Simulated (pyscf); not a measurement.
H₂N–SiH₂–O–SiH₃ + hydrogen (H₂) → disiloxane (H₃Si–O–SiH₃) + ammonia (NH₃) (four-centre exchange; singlet surface; N–Si, H–H broken, H–Si, H–N formed). Structures and frequencies: ωB97X-D3(BJ)/def2-SVP in PySCF. Energies in eV from the separated reactants.

```json
[
 {"level": "ωB97X-D3(BJ)/def2-TZVP", "barrier": "2.10", "reaction energy": "+0.54"},
 {"level": "PBE/def2-TZVP", "barrier": "___", "reaction energy": "___"},
 {"level": "r²SCAN/def2-TZVP", "barrier": "2.00", "reaction energy": "+0.53"},
 {"level": "B3LYP-D3(BJ)/def2-TZVP", "barrier": "2.11", "reaction energy": "+0.50"},
 {"level": "PBE0-D3(BJ)/def2-TZVP", "barrier": "___", "reaction energy": "+0.48"},
 {"level": "HF/def2-TZVP", "barrier": "2.81", "reaction energy": "+0.32"}
]
```

Task: What belongs in the gaps?

Result: 
- PBE/def2-TZVP, barrier: 1.84
- PBE/def2-TZVP, reaction energy: +0.44
- PBE0-D3(BJ)/def2-TZVP, barrier: 1.91

The functionals in the table span 0.27 eV in this barrier, from PBE to B3LYP-D3(BJ). On the product side the descent ends in a complex (not fully relaxed), 0.26 eV under the separated species and 1.83 eV under the saddle at ωB97X-D3(BJ)/def2-TZVP. At the saddle there is also a short H–Si contact that neither side keeps. One saddle was located; it need not be the lowest between these sides.
